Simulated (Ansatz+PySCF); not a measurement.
The numbers below are computed, except where a source is named.
Input for Ansatz (development build ahead of 0.2.0):

```yaml
crystal:
  periodic: [false, false, false]
  atoms:
    - { symbol: C, position_ang: [0.0, 0.0, 0.0] }
    - { symbol: H, position_ang: [1.01574, 0.0, 0.0] }
    - { symbol: H, position_ang: [-0.50787, 0.87966, 0.0] }
    - { symbol: H, position_ang: [-0.50787, -0.87966, 0.0] }
basis:
  gaussian: { orbitals: def2-SVP }
total_charge: 1
magnetization:
  spin_polarized: true
hamiltonian:
  xc: hf
correlation:
  method: mp2
  frozen_orbitals: { C: 1, H: 0 }
scf:
  omitted_lower_state_checks: [starts, atomic_configurations, cluster_reference, orbital_swaps, given_window_search, neighbouring_geometries, increment]
```

The input is written out in the form of the current development build from the run's settings.

Output:

```
Converged                       : yes
Reference energy                : -39.18916 hartree
Correlation energy              : -0.10450 hartree
Total energy                    : -39.29366 hartree
Spin squared of the determinant : 0.000
Stability test                  : minimum
```
